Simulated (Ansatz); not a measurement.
# BH4+ (triplet): wave-function methods side by side at scale of all distances = 0.872, cc-pVDZ

One table from this session's results is given with a row withheld; the runs are named, their logs left out.

Computed with Ansatz 0.2.0, Gaussian basis. Level: cc-pVDZ, core rule «outside noble gas», up to 1 orbitals frozen.

To be run: UHF; CCSD(T) on ROHF; CCSD(T) on UHF; BCCD(T) on ROHF; CISD; CCSDT(Q) on ROHF; CCSDT(Q) on UHF; CASSCF and MRCISD+Q, 4 electrons in 4 orbitals; CASSCF and NEVPT2, 4 electrons in 4 orbitals; Full CI.

20 further runs of the same task are left out: 2 for a known fault of the program, 1 for a mislabelled method, 13 that didn't finish, 4 set aside as unsound or not needed.

## What is computed

The geometry derives from a PBE0/def2-TZVP stationary point (not a proven minimum). All distances are scaled together.

5 atoms, charge 1, spin multiplicity 3.

Atoms are counted from 1 here; the program's logs count them from 0.

Bond lengths: B1–H2 1.095 Å, B1–H3 1.095 Å, B1–H4 1.095 Å, B1–H5 1.095 Å. Angles: H2–B1–H3 65.3°, H2–B1–H4 135.2°, H2–B1–H5 135.2°, H3–B1–H4 135.2°, H3–B1–H5 135.2°, H4–B1–H5 65.3°.

Set-up of the first run:

The input, in.yaml:

```yaml
crystal:
  periodic: [false, false, false]
  atoms:
    - {symbol: B, position_ang: [0.000000, 0.000000, 0.000000]}
    - {symbol: H, position_ang: [0.411998, 0.424049, 0.921969]}
    - {symbol: H, position_ang: [-0.423609, -0.410611, 0.922790]}
    - {symbol: H, position_ang: [-0.411508, 0.411062, -0.928050]}
    - {symbol: H, position_ang: [0.423119, -0.424501, -0.916709]}
basis:
  gaussian: {orbitals: cc-pVDZ}
total_charge: 1
magnetization: {spin_polarized: true, initial_magnetization: 2}
hamiltonian: {xc: hf}
output: {orbitals: {seedname: orbitals}}
```

Started as:

```bash
$ ansatz run in.yaml --threads 1 --pin off --events-out ev --progress --plain --max-ram 2393MiB
```

Among the steps run: UHF; CCSD(T) on ROHF; CCSD(T) on UHF; BCCD(T) on ROHF; CISD; CCSDT(Q) on ROHF; CCSDT(Q) on UHF; CASSCF and MRCISD+Q, 4 electrons in 4 orbitals; CASSCF and NEVPT2, 4 electrons in 4 orbitals; Full CI.

One of the session's tables, all rows but one given; the rest of the session is left out.

| method | from FCI (meV) |
| --- | --- |
| ROHF | +3088.7 |
| UHF | +2930.4 |
| RMP2 | +638.9 |
| UMP2 | +657.3 |
| CISD | +116.3 |
| RCCSD | +60.3 |
| UCCSD | +56.6 |
| RCCSD(T) | +11.9 |
| UCCSD(T) | +11.0 |
| BCCD(T) | +11.9 |
| RCCSDT | +0.6 |
| UCCSDT | ? |
| RCCSDT(Q) | -0.2 |
| UCCSDT(Q) | -0.9 |
| FCI | 0 |

Q: Estimate the row for UCCSDT from the others.

The run gave: from FCI (meV): -0.3. In the column «from FCI (meV)» it lies between UCCSDT(Q) (-0.9) and RCCSDT(Q) (-0.2).

Left out of the table: CASSCF pair, NEVPT2 pair, MRCISD pair, MRCISD+Q pair (the active space lost an orbital or holds another state than full CI finds).

Limits of these values: Levels on UHF freeze UHF's core orbitals, full CI those of ROHF, so the U rows can settle a little off it for that reason alone. Restricted and unrestricted rows rest on different reference determinants; where their highest levels disagree by more than a few hundredths of an eV, they describe different states and don't form one ladder. Warnings in the runs' records: passed over end.
